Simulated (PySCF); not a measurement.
# Spin-Hamiltonian simulation

Molecule: methacrylonitrile (SMILES C=C(C)C#N).

Bonds (- single, = double, # triple, : aromatic): C1=C2 1.342 Å, C2-C3 1.501 Å, C2-C4 1.438 Å, C4#N5 1.160 Å. C1 carries H6, H7; C3 carries H8, H9, H10. H7 is cis to C3; H6 is trans to C3.

- spin–spin couplings from B3LYP/pcJ-1 (spin–dipole term only in couplings to heteroatoms)
- shielding tensors at B97-2/pcSseg-2 (GIAO)
- PBE0-D3(BJ)/def2-SVP structure
- program: PySCF 2.14.0 with density-fitted response routines
- in vacuum, one computed conformer, fast rotation and ring inversion assumed for equivalent nuclei, non-relativistic

Shifts are taken against calculated references (same method and geometry level): ¹H (σref 31.36) vs TMS.

The 5-spin Hamiltonian (Zeeman plus full scalar coupling among like nuclei) was diagonalised exactly; lines are Lorentzian, 0.4 Hz wide, and the maxima above 3 % are listed with the tallest set to 100.

Peak list at 800 MHz for the spins H6/H7/H8/H9/H10:
| Hz | ppm | height |
| --- | --- | --- |
| 4779.6 | 5.974 | 8 |
| 4778.1 | 5.973 | 11 |
| 4777.7 | 5.972 | 23 |
| 4776.2 | 5.970 | 26 |
| 4775.8 | 5.970 | 25 |
| 4774.4 | 5.968 | 24 |
| 4773.9 | 5.967 | 11 |
| 4772.4 | 5.966 | 8 |
| 4684.3 | 5.855 | 8 |
| 4682.9 | 5.854 | 8 |
| 4681.9 | 5.852 | 23 |
| 4680.5 | 5.851 | 23 |
| 4679.5 | 5.849 | 23 |
| 4678.1 | 5.848 | 22 |
| 4677.1 | 5.846 | 9 |
| 4675.7 | 5.845 | 8 |
| 1578.2 | 1.973 | 88 |
| 1576.2 | 1.970 | 99 |
| 1575.8 | 1.970 | 100 |
| 1573.9 | 1.967 | 88 |

Q: Extract the chemical shifts and coupling constants behind this pattern (give the signs of the calculation).

A: 
Shifts (ppm): H6 5.97, H7 5.85, H8/H9/H10 1.97.
Couplings (Hz): H6–H7: 1.4; H6–H8, H6–H9, H6–H10: -1.9; H7–H8, H7–H9, H7–H10: -2.4; H8–H9, H8–H10, H9–H10: -16.2.
These are the parameters used. A line list fixes at most the relative signs, and those only where coupling is strong; other parameter sets or atom labellings may fit too, and couplings well below the line width leave little trace. Couplings within a CH3 group never show.
